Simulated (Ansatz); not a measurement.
Several solutions for doublet PO

```xyz
2

P     0.0000    0.0000    0.0000
O     0.0000    0.0000    4.4400
```

Basis set: def2-SVP (spherical functions). Charge 0, multiplicity 2.

PBE0 (unrestricted) was run from several starts with Ansatz (development build ahead of 0.2.0).

| run | program | start | converged | energy (hartree) | <S²> |
| --- | --- | --- | --- | --- | --- |
| A | Ansatz | search for the lowest state | yes | -415.94664 | 2.75 |
| B | Ansatz | stability test followed | yes | -415.89118 | 2.76 |
| C | Ansatz | atomic start, no search | yes | -415.89118 | 2.76 |

(1) Which runs reached the lowest solution of this kind, and what is wrong with the others?

Answers

(1) A reached the lowest solution found. Converged but too high: B by 1.51 eV, C by 1.51 eV. Convergence only shows a stationary point, and even a stable one can lie too high; stability tests and further starts are what find lower ones. Caution: charge can spread falsely over distant fragments. Caution: the unrestricted determinant is a mixture of spin states.
